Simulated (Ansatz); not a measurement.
Input for Ansatz (development build ahead of 0.2.0):

```yaml
crystal:
  periodic: [false, false, false]
  atoms:
    - { symbol: Na, position_ang: [0.0, 0.0, -1.09807] }
    - { symbol: O, position_ang: [0.0, 0.0, 1.08929] }
    - { symbol: H, position_ang: [0.0, 0.76368, 1.68224] }
    - { symbol: H, position_ang: [0.0, -0.76368, 1.68224] }
basis:
  gaussian: { orbitals: cc-pVDZ }
total_charge: 1
hamiltonian:
  xc: hf
correlation:
  method: mp2
  frozen_orbitals: { H: 0, Na: 1, O: 1 }
```

The input is written out in the form of the current development build from the run's settings.

Output:

```yaml
Converged: yes
Reference_energy: -237.74440 hartree
Correlation_energy: -0.20549 hartree
Total_energy: -237.94988 hartree
Spin_squared_of_the_determinant: 0.000
```
